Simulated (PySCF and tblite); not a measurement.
C₄H₉NO, numbered as in [CH3:1][CH2:2][CH2:3][C:4]([NH2:5])=[O:6].

Conformers came from 150 starts (ETKDG and KDG, MMFF94s, GFN2-xTB); geometries are GFN2-xTB. Weights use B3LYP-D3(BJ)/def2-TZVP (IEF-PCM, chloroform) energies plus GFN2-xTB zero-point and thermal terms (modes under about 100 cm⁻¹ blended into free rotors). Symmetry numbers and mirror images are counted. Conformers within 3 kcal/mol (GFN2-xTB free energy) were kept, 8 at most. GIAO shieldings: PBE0/pcSseg-1 (IEF-PCM, chloroform). Shifts are against TMS (¹H), TMS (¹³C), NH3 (¹⁵N) at the same level. Run with PySCF (density fitting) and tblite.

Torsions listed: C1–C2–C3–C4, C2–C3–C4–O6, O6–C4–N5–H5. Of a mirror pair one member is shown.

```
conformer              shape  weight %  dipole D
        1    -70°, -36°, -1°      60.9      4.53
        2     180°, 0°, 180°      15.4      4.54
        3    -179°, 99°, -1°      15.2      4.80
        4  65°, -105°, -179°       8.5      4.80
```

(1) How do the computed shifts compare with measured ones?

Results:

(1) 
| nucleus | signal | leading conformer | average | measured | medium |
| --- | --- | --- | --- | --- | --- |
| ¹H | H1 | 0.89 | 0.95 | 0.99 | not stated per compound (mostly CDCl3 or CCl4) |
| ¹H | H2 | 1.71 | 1.68 | 1.68 | not stated per compound (mostly CDCl3 or CCl4) |
| ¹H | H3 | 2.16 | 2.14 | 2.19 | not stated per compound (mostly CDCl3 or CCl4) |

Measured values: Pretsch, Buehlmann, Badertscher, Structure Determination of Organic Compounds, 4th ed. (2009). Mean difference for ¹H: -0.03 ppm, scatter 0.02 ppm. The computed shifts are unscaled and lack vibrational corrections.


¹⁵N shifts are against a computed isolated NH3 molecule, about 20 ppm from the liquid.